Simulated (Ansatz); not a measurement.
# BHO (singlet): the correlation ladder at distance B1–H3 = 1.580 Å, 6-31G

How much of the correlation energy of BHO (singlet) does each wave-function method recover here?

Method: 6-31G, core rule «outside noble gas», up to 2 orbitals frozen; program: Ansatz 0.2.0, Gaussian basis.

To be run: UHF; CCSD(T) on RHF; BCCD(T) on RHF; CISD; CCSDT(Q) on RHF; CISDTQ; CCSDTQ on RHF; CASSCF and MRCISD+Q, 2 electrons in 2 orbitals; CASSCF and NEVPT2, 2 electrons in 2 orbitals; CASSCF and MRCISD+Q, 10 electrons in 9 orbitals; CASSCF and NEVPT2, 10 electrons in 9 orbitals; Full CI.

27 further runs of the same task are left out: 4 for a known fault of the program, 2 for a mislabelled method, 16 that didn't finish, 5 set aside as unsound or not needed.

## (1) The system

The geometry derives from a PBE0/def2-TZVP stationary point (not a proven minimum). One bond is set to the value named and the two fragments are kept rigid.

3 atoms, charge 0, spin multiplicity 1.

Atoms are counted from 1 here; the program's logs count them from 0.

Bond lengths: B1–O2 1.198 Å.

## (2) UHF

File in.yaml:

```yaml
crystal:
  periodic: [false, false, false]
  atoms:
    - {symbol: B, position_ang: [0.000000, 0.000000, -0.127346]}
    - {symbol: O, position_ang: [0.000000, 0.000000, -1.325307]}
    - {symbol: H, position_ang: [0.000000, 0.000000, 1.452654]}
basis:
  gaussian: {orbitals: 6-31G}
magnetization: {spin_polarized: true, initial_magnetization: 0}
hamiltonian: {xc: hf}
output: {orbitals: {seedname: orbitals}}
```

On the command line:

```
> ansatz run in.yaml --threads 1 --pin off --events-out ev --progress --plain --max-ram 2393MiB
```

After this run come: CCSD(T) on RHF; BCCD(T) on RHF; CISD; CCSDT(Q) on RHF; CISDTQ; CCSDTQ on RHF; CASSCF and MRCISD+Q, 2 electrons in 2 orbitals; CASSCF and NEVPT2, 2 electrons in 2 orbitals; CASSCF and MRCISD+Q, 10 electrons in 9 orbitals; CASSCF and NEVPT2, 10 electrons in 9 orbitals; Full CI.

Q: Predict the results of all the runs planned. Wanted: FCI below the RHF energy; RMP2 from FCI; RCCSD from FCI; RCCSD(T) from FCI; RCCSDT(Q) from FCI; NEVPT2 pair from FCI; NEVPT2 valence from FCI; MRCISD+Q valence from FCI; T1 diagnostic.

**Answer**, as computed:

```
                         quantity                                                                    value
         FCI below the RHF energy                                                               -5.7756 eV
                    RMP2 from FCI                                                           +8.66 kcal/mol
                   RCCSD from FCI                                                           +5.26 kcal/mol
                RCCSD(T) from FCI                                                           +0.72 kcal/mol
               RCCSDT(Q) from FCI                                                           -0.10 kcal/mol
             NEVPT2 pair from FCI                                                           +4.26 kcal/mol
          NEVPT2 valence from FCI                                                           +9.02 kcal/mol
        MRCISD+Q valence from FCI                                                           +0.62 kcal/mol
levels within 1 kcal/mol (43 meV)  RCCSD(T), BCCD(T), RCCSDT, CISDTQ, RCCSDT(Q), RCCSDTQ, MRCISD+Q valence
                    T1 diagnostic                                                                    0.024
   effectively unpaired electrons                                                                     0.09
```

What this shows: RCCSD(T) lands +0.72 kcal/mol from the yardstick (0.5 % of the correlation energy). RCCSDT(Q) falls below full CI, which methods that aren't variational can do. One determinant dominates. Of the multireference levels listed MRCISD+Q valence comes nearest in total energy (+0.62 kcal/mol), which doesn't show that its space is the better one. These misses are within one basis, not against nature.
